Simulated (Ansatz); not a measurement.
Geometry optimisation, RKS PBE/def2-SVP (Ansatz 0.2.0).

The input (input.yaml):

```yaml
crystal:
  periodic: [false, false, false]
  atoms:
    - { symbol: B, position_ang: [0.0, 0.0, 0.0] }
    - { symbol: Cl, position_ang: [0.0, 0.0, 2.21] }
    - { symbol: H, position_ang: [1.0305, 0.0, -0.595] }
    - { symbol: H, position_ang: [-1.0305, 0.0, -0.595] }
    - { symbol: H, position_ang: [0.0623, -1.4126, 0.4698] }
    - { symbol: H, position_ang: [0.0555, -1.258, 1.3665] }
basis:
  gaussian: { orbitals: def2-SVP }
hamiltonian:
  xc: pbe
relax:
  f_tol: 0.15
  max_steps: 25
  restrain:
    - { distance: [0, 4], at: 2.39, k: 30.0 }
    - { distance: [5, 1], at: 2.57, k: 30.0 }
    - { distance: [0, 1], at: 1.86, k: 30.0 }
    - { distance: [5, 4], at: 0.66, k: 30.0 }
```

Run as:

```bash
$ ansatz run input.yaml --threads 1 --pin off --max-ram 2048MiB --backend cpu --events-out ev --progress --plain --runs-dir out
```

Where does it end, and by what steps?

The forces met the threshold. The restraints hold the end off the free minimum. After 6 steps the energy has fallen by 1.832 eV (the restraints' own energy left out); Cl2 moved furthest, 0.76 Å. Parted: Cl2–H6 (1.52 → 2.58 Å).

```tsv
step	energy less start (eV)	largest force component (eV/Å)	accepted
0	0.0000	3.153	yes
1	-0.1712	2.415	yes
2	-0.4811	4.253	yes
3	-1.1650	3.176	yes
4	-1.7826	1.412	yes
5	-1.7829	1.778	yes
6	-1.8323	1.459	yes
```

```xyz
6
Properties=species:S:1:pos:R:3
B -0.005 0.217 0.176
Cl -0.015 0.711 1.930
H 1.070 0.161 -0.377
H -1.076 0.097 -0.373
H 0.108 -2.153 0.467
H 0.037 -1.704 1.032
```

Run time: 6.7 s on 1 thread of Arm Neoverse V2, on a shared host, peak memory 0.1 GiB.
